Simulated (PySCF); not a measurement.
Compound: 3-chlorothiophene, C4H3ClS.
Atom-mapped SMILES: `[Cl:1][c:2]1[cH:3][cH:4][s:5][cH:6]1` (hydrogens: H7 on C3; H8 on C4; H9 on C6)

Structure used (PBE0-D3(BJ)/def2-SVP), in Å, numbered top down from 1:
```
atom  x, y, z in Å
Cl1   -2.1942   -1.4284    0.1809
C2    -0.8339   -0.3789    0.0587
C3     0.5088   -0.8549    0.0227
C4     1.4027    0.1759   -0.0746
S5     0.6213    1.7039   -0.1227
C6    -0.9332    0.9865   -0.0106
H7     0.7781   -1.9098    0.0674
H8     2.4893    0.1163   -0.1209
H9    -1.8388    1.5894   -0.0009
```

Computed, not measured: TDDFT wB97X-D/def2-SVPD, vertical, gas phase, core orbitals frozen in the response in PySCF 2.14.0, density-fitted response routines.

Ground-to-excited transition dipoles (e·a0, same axes as the geometry; the sign carries no meaning), for the states with f of 0.002 or more among the lowest 10:

```csv
state,E (eV),μx,μy,μz
S1,5.605,-0.097,0.794,-0.039
S2,5.940,0.687,0.263,-0.046
S6,7.093,0.002,0.006,0.252
S7,7.293,1.063,0.834,-0.093
S8,7.340,-0.014,-0.010,-0.172
S9,7.417,0.003,0.004,0.154
S10,7.568,-0.011,-0.023,-0.145
```

What oscillator strength does each state have?

f = (2/3) ΔE |μ|² with ΔE in hartree (27.2114 eV).

```csv
state,|μ|² (au),|μ| (D),f
S1,0.641,2.03,0.088
S2,0.543,1.87,0.079
S6,0.063,0.64,0.011
S7,1.834,3.44,0.328
S8,0.030,0.44,0.005
S9,0.024,0.39,0.004
S10,0.022,0.37,0.004
```

Label these states by symmetry in Cs.

The ground state is totally symmetric, so the direction of μ fixes the label. Polarised normal to the mirror plane, so A″: S6, S8, S9 and S10. Polarised in the mirror plane, so A′: S1, S2 and S7.

Which bond between heavy atoms lies closest to the direction of the S7 transition dipole?

Cl1–C2, at 0° from it; next C3–C4 at 11°.

What angle do the transition dipoles of S1 and S6 make?

|cos θ| = |μa·μb| / (|μa| |μb|) = 0.02, so θ ≈ 89° (taken between 0 and 90°, since the signs are arbitrary).

What peak molar absorption coefficient would the strongest computed level give as a lone Gaussian band 0.4 eV wide at half height?

ε(max) = 2.175×10⁸ f / FWHM, with the width in cm⁻¹. S7: 2.175×10⁸ × 0.3277 / 3226 ≈ 22000 L mol⁻¹ cm⁻¹.

All these states lie below the vertical ionisation energy of 9.04 eV (ΔSCF).
